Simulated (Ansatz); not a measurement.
# CH₅ClSi: geometry and vibrations

The task is to find a stationary geometry of CH₅ClSi, check the end point by its vibrations and derive ideal-gas thermochemistry, and look at its orbitals and charge.

The runs use Ansatz 0.2.0, Gaussian basis; RKS PBE0-D4/def2-TZVP.

The runs, in order: relaxation at PBE0-D4/def2-TZVP; harmonic vibrations at the same level; a single point in def2-TZVPP for the fields.

### 1 Starting geometry

SMILES `C[SiH2]Cl`, 8 atoms, charge 0, spin multiplicity 1.

Atoms are counted from 1 here; the program's logs count them from 0.

Bond lengths: C1–Si2 1.896 Å, C1–H4 1.086 Å, C1–H5 1.087 Å, C1–H6 1.087 Å, Si2–Cl3 2.021 Å, Si2–H7 1.462 Å, Si2–H8 1.462 Å. Angles: Si2–C1–H4 111.1°, Si2–C1–H5 111.4°, Si2–C1–H6 111.4°, H4–C1–H5 107.7°, H4–C1–H6 107.6°, H5–C1–H6 107.4°, C1–Si2–Cl3 108.9°, C1–Si2–H7 110.8°, C1–Si2–H8 110.9°, Cl3–Si2–H7 107.6°, Cl3–Si2–H8 107.8°, H7–Si2–H8 110.8°.

The start is a GFN2-xTB geometry.

### 2 Optimising with PBE0-D4/def2-TZVP

in.yaml reads:

```yaml
crystal:
  periodic: [false, false, false]
  atoms:
    - {symbol: C, position_ang: [-0.615130, 0.787670, -0.174670]}
    - {symbol: Si, position_ang: [0.458440, -0.757790, 0.053700]}
    - {symbol: Cl, position_ang: [1.871620, -0.373140, 1.446640]}
    - {symbol: H, position_ang: [-1.382610, 0.622280, -0.924550]}
    - {symbol: H, position_ang: [-0.021180, 1.640720, -0.493340]}
    - {symbol: H, position_ang: [-1.113230, 1.065140, 0.751010]}
    - {symbol: H, position_ang: [1.145560, -1.102060, -1.189730]}
    - {symbol: H, position_ang: [-0.343480, -1.882830, 0.530930]}
basis:
  gaussian: {orbitals: def2-TZVP}
hamiltonian: {xc: pbe0, dispersion: d4}
relax: {f_tol: 0.005, max_steps: 150}
```

Launch:

```bash
ansatz run in.yaml --threads 2 --pin off --events-out ev --progress --plain --max-ram 32768MiB --backend cpu
```

The runs that follow: Harmonic vibrations; Orbitals, density and potential.

Before running them: what should the planned runs give, taken together? Wanted: point group; shift from the start; total energy; dispersion term; dipole moment; lowest, highest wavenumber; zero-point energy; HOMO, LUMO.

The runs gave:

```
                  quantity            value
               point group               Cs
                     steps                5
shift from the start (rms)          0.023 Å
              total energy   -21512.8022 eV
           dispersion term         -123 meV
             dipole moment           1.87 D
lowest, highest wavenumber   164, 3150 cm⁻¹
         zero-point energy     145.1 kJ/mol
       entropy at 298.15 K  298.1 J/(mol K)
                HOMO, LUMO   -8.75, 0.46 eV
```

**Reading.** The relaxed geometry lies 0.023 Å (rms) from the start; the bond that changed most is Si2–Cl3, from 2.021 to 2.062 Å. No mode is imaginary: a true minimum at this level. The stiffest mode, 3150 cm⁻¹, is a C–H stretch, and 2 modes under 200 cm⁻¹ make the vibrational entropy uncertain. Harmonic hybrid wavenumbers usually lie a few per cent above measured fundamentals. The largest Mulliken charge, -0.49 e, sits on C1. The HOMO lies mostly on Cl3 59 %; C1 16 % and the LUMO on Si2 24 %; Cl3 22 %.
